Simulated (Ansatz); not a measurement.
Two isomers of C4H7NO: A = `CCN=C=CO`, B = `COCCC#N`.

Gas-phase electronic energies from Ansatz, PBE0-D4/def2-TZVP geometries. CCSD(T)/CBS adds triple-zeta CCSD(T) − MP2 to the extrapolated MP2 energy (def2 sets, frozen cores). Functionals use def2-TZVPP. B3LYP here is the variant with VWN-RPA as its local correlation; programs differ in this. One conformer a species, not always the lowest.

A:

```xyz
13

C    -0.658   -2.008   -0.297
C    -1.028   -0.553   -0.500
N     0.154    0.218   -0.871
C     0.523    1.172   -0.201
C     1.015    2.214    0.424
O     1.944    2.185    1.435
H     0.025   -2.123    0.548
H    -1.552   -2.602   -0.095
H    -0.169   -2.408   -1.187
H    -1.510   -0.140    0.394
H    -1.730   -0.466   -1.334
H     0.678    3.211    0.178
H     2.307    1.298    1.507
```

B:

```xyz
13

C    -0.5354   -1.9228    0.4956
O    -0.5239   -0.7280   -0.2392
C     0.5896    0.0650    0.0415
C     0.4484    1.3719   -0.7190
C    -0.6593    2.1814   -0.2364
N    -1.5212    2.8289    0.1613
H    -1.4354   -2.4687    0.2150
H    -0.5578   -1.7276    1.5759
H     0.3436   -2.5423    0.2700
H     0.6702    0.2620    1.1205
H     1.5174   -0.4334   -0.2780
H     1.3693    1.9540   -0.6268
H     0.2946    1.1598   -1.7804
```

(1) Which isomer does CCSD(T)/CBS put lower? Give the gap. (Estimate.)

(2) Give E(B) − E(A) in kJ/mol with B2PLYP, CCSD(T)/def2-TZVPP, r2SCAN-D4, B3LYP, PBE0-D4, CCSD/def2-TZVPP, B3LYP-D4. (Best estimate.)

Largest T1 diagnostic: 0.013.

Answers

(1) Ansatz gave: B, by 110.8 kJ/mol.

(2) Ansatz gave: B2PLYP -106.2, CCSD(T)/def2-TZVPP -117.0, r2SCAN-D4 -86.2, B3LYP -91.3, PBE0-D4 -87.1, CCSD/def2-TZVPP -122.4, B3LYP-D4 -92.0. None reverses the order clearly.

From PBE to PBE0 (25 % exact exchange), in def2-TZVPP and without D4, E(B) − E(A) moves by −13.6 kJ/mol. In def2-TZVPP, CCSD(T) changes the Hartree–Fock value by +20.3 kJ/mol (the triples alone add +5.5 kJ/mol) and MP2 by +14.1 kJ/mol.
